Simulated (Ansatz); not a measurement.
# Molecular dynamics of CH3BSi

Input file:

```yaml
crystal:
  periodic: [false, false, false]
  atoms:
    - { symbol: B, position_ang: [0.050416, -2.176133, 1.295332] }
    - { symbol: Si, position_ang: [0.07341, -1.31104, -0.37112] }
    - { symbol: C, position_ang: [-0.016379, 0.585401, -0.254343] }
    - { symbol: H, position_ang: [-0.904115, 0.961525, -0.785657] }
    - { symbol: H, position_ang: [0.888288, 1.042707, -0.683403] }
    - { symbol: H, position_ang: [-0.09161, 0.897551, 0.799192] }
basis:
  gaussian: { orbitals: def2-SVP }
hamiltonian:
  xc: pbe0
  dispersion: d4
md:
  timestep: 0.5
  n_steps: 250
  ensemble: nve
  temperature: 500.0
  initial_velocities: maxwell_boltzmann
  seed: 813281
```

Launched with:

```bash
$ ansatz run input.yaml --threads 1 --pin off --max-ram 2048MiB --backend cpu --events-out ev --progress --plain --runs-dir out
```

It starts from a relaxed structure.

Output, in part (step lines, the closing report, with atoms numbered from 0):

```
md step     0: t =     0.00 fs  T =   500.0 K  F+E_penalty+E_count = -9624.17313395 eV  E_kin = 0.258520 eV  conserved = -9623.91461395 eV  (79 SCF iters)
[... lines left out ...]
Total energy: -9624.00400615 eV, -353.6756238416 hartree
Atom 0 at    -0.009719    -2.313351     1.270173 Å, force     0.023934     0.135635     0.104732 eV/Å
Atom 1 at     0.100437    -1.259993    -0.311948 Å, force    -0.194746    -0.685885    -0.527521 eV/Å
Atom 2 at    -0.027207     0.586625    -0.361145 Å, force    -0.659962     0.796716     0.840565 eV/Å
Atom 3 at    -1.018312     1.093620    -0.408430 Å, force     0.197043    -0.569782    -0.306273 eV/Å
Atom 4 at     0.659616     1.072011    -1.064329 Å, force     0.243440     0.009914     0.147507 eV/Å
Atom 5 at     0.272169     0.770838     0.696666 Å, force     0.390290     0.313403    -0.259011 eV/Å
Dipole moment:    -0.111772     0.359942    -0.307594 e Å
```

The steps, from the saved trajectory:

| time (fs) | T (K) | potential energy less start (eV) | conserved less start (meV/atom) |
| --- | --- | --- | --- |
| 0.0 | 500 | 0.000 | 0.00 |
| 4.0 | 303 | 0.102 | 0.06 |
| 8.0 | 176 | 0.168 | 0.08 |
| 12.0 | 284 | 0.112 | 0.03 |
| 16.0 | 196 | 0.158 | 0.05 |
| 20.0 | 176 | 0.168 | 0.07 |
| 24.0 | 377 | 0.064 | 0.02 |
| 28.0 | 322 | 0.093 | 0.05 |
| 32.0 | 197 | 0.157 | 0.07 |
| 36.0 | 257 | 0.126 | 0.02 |
| 40.0 | 163 | 0.174 | 0.06 |
| 44.0 | 116 | 0.199 | 0.08 |
| 48.0 | 256 | 0.126 | 0.02 |
| 52.0 | 245 | 0.132 | 0.04 |
| 56.0 | 243 | 0.133 | 0.07 |
| 60.0 | 294 | 0.107 | 0.03 |
| 64.0 | 178 | 0.167 | 0.05 |
| 68.0 | 138 | 0.188 | 0.06 |
| 72.0 | 238 | 0.136 | 0.04 |
| 76.0 | 201 | 0.155 | 0.06 |
| 80.0 | 232 | 0.139 | 0.06 |
| 84.0 | 376 | 0.064 | 0.03 |
| 88.0 | 314 | 0.096 | 0.05 |
| 92.0 | 233 | 0.138 | 0.07 |
| 96.0 | 319 | 0.094 | 0.03 |
| 100.0 | 222 | 0.144 | 0.06 |
| 104.0 | 191 | 0.160 | 0.08 |
| 108.0 | 391 | 0.057 | 0.02 |
| 112.0 | 355 | 0.075 | 0.05 |
| 116.0 | 245 | 0.132 | 0.07 |
| 120.0 | 292 | 0.107 | 0.03 |
| 124.0 | 209 | 0.151 | 0.05 |

The run went to its last step. The conserved energy stayed within 0.092 meV per atom of its start (net change 0.057 meV per atom), so the integration is sound. The temperature averaged 0.52 of the 500 K drawn at the start: a run that starts near a minimum puts about half its kinetic energy into the potential. A run of 0.12 ps of so small a system gives no equilibrium averages.

The same pairs are bonded in the first frame and the last. Pairs count as bonded within 1.25 times the sum of covalent radii (0.12 Å more for H–H).

Last frame:

```xyz
6
Properties=species:S:1:pos:R:3
B -0.010 -2.313 1.270
Si 0.100 -1.260 -0.312
C -0.027 0.587 -0.361
H -1.018 1.094 -0.408
H 0.660 1.072 -1.064
H 0.272 0.771 0.697
```

The run took 6.7 min on 1 thread of Intel(R) Xeon(R) Platinum 8375C CPU @ 2.90GHz (Ice Lake), with other jobs on the host, peak memory 0.12 GiB.
